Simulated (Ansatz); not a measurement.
```yaml
atoms:
  - { symbol: B, position_ang: [0.0320, 0.0307, 0.1005] }
  - { symbol: H, position_ang: [1.1998, 0.0806, 0.0324] }
  - { symbol: H, position_ang: [-0.6147, 0.9734, -0.1062] }
  - { symbol: H, position_ang: [-0.6807, -0.9570, 0.0208] }
```

RHF-MP2 on singlet BH₃ was run in several spherical basis sets with Ansatz (development build ahead of 0.2.0). Frozen core: 1 orbital.

(1) Rank the basis sets by the total energy that they give, lowest first, with the distance from the lowest.
A. aug-cc-pVDZ
B. def2-SVP
C. cc-pVDZ
D. 6-31G
E. STO-3G

## Answers

(1) A (0.00 eV), C (0.11 eV), B (0.65 eV), D (1.49 eV), E (10.40 eV).

Totals follow the description of the cores as much as that of the bonds, so this order isn't one of quality for chemistry.
